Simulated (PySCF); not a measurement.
Gas-phase reaction: 2 AlH3 + 2 N + 3 H2 = 2 AlH3.NH3

Energies from PySCF, thermal terms from the rigid-rotor harmonic-oscillator model, ideal gas at 1 bar. † marks an energy on the PBE0/def2-TZVP geometry and frequencies; other levels use their own. MP2 and CCSD(T) freeze the core. 6-31G* has spherical d functions here. Open shells (unrestricted): N (multiplicity 4); the rest are closed-shell singlets. Adducts (AlH3.NH3) have no counterpoise correction, and HF, PBE, BLYP, B3LYP and PBE0 lack dispersion. AlH3, AlH3.NH3: computed as isolated molecules; such fragments, hydroxides, amides, oligomers or adducts are transient or little studied in the gas. MP2 isn't extrapolated to the basis-set limit; its ΔH°(298 K) is -1215.8 kJ in def2-SVP and -1259.1 kJ in def2-TZVPP. CCSD(T) isn't extrapolated to the basis-set limit; its ΔH°(298 K) is -1168.0 kJ in def2-SVP and -1206.6 kJ in def2-TZVPP. The harmonic model lacks anharmonicity and excited electronic states, which grow with temperature; levels with a mode under 35 cm⁻¹ are left out.

```json
[
 {"level": "BLYP/def2-TZVP†", "ΔE electronic, kJ": "-1342", "ΔH°(298 K), kJ": "-1237", "ΔS°(298 K), J/K": "-573", "ΔG°(2500 K), kJ": "242"},
 {"level": "CCSD(T)/def2-TZVPP†", "ΔE electronic, kJ": "-1311", "ΔH°(298 K), kJ": "-1207", "ΔS°(298 K), J/K": "-573", "ΔG°(2500 K), kJ": "272"},
 {"level": "HF/6-31G*", "ΔE electronic, kJ": "-816", "ΔH°(298 K), kJ": "-702", "ΔS°(298 K), J/K": "-572", "ΔG°(2500 K), kJ": "789"},
 {"level": "M06-2X/def2-TZVP†", "ΔE electronic, kJ": "-1367", "ΔH°(298 K), kJ": "-1262", "ΔS°(298 K), J/K": "-573", "ΔG°(2500 K), kJ": "216"},
 {"level": "MP2/def2-SVP†", "ΔE electronic, kJ": "-1320", "ΔH°(298 K), kJ": "-1216", "ΔS°(298 K), J/K": "-573", "ΔG°(2500 K), kJ": "263"},
 {"level": "PBE/def2-SVP", "ΔE electronic, kJ": "-1478", "ΔH°(298 K), kJ": "-1378", "ΔS°(298 K), J/K": "-574", "ΔG°(2500 K), kJ": "97"},
 {"level": "PBE/def2-TZVP†", "ΔE electronic, kJ": "-1438", "ΔH°(298 K), kJ": "-1333", "ΔS°(298 K), J/K": "-573", "ΔG°(2500 K), kJ": "145"},
 {"level": "PBE0/def2-SVP†", "ΔE electronic, kJ": "-1432", "ΔH°(298 K), kJ": "-1327", "ΔS°(298 K), J/K": "-573", "ΔG°(2500 K), kJ": "152"},
 {"level": "ωB97X-V/def2-TZVP†", "ΔE electronic, kJ": "-1388", "ΔH°(298 K), kJ": "-1284", "ΔS°(298 K), J/K": "-573", "ΔG°(2500 K), kJ": "195"}
]
```
ΔH° is lowest at PBE/def2-SVP and highest at HF/6-31G*. No reference value is set beside these.
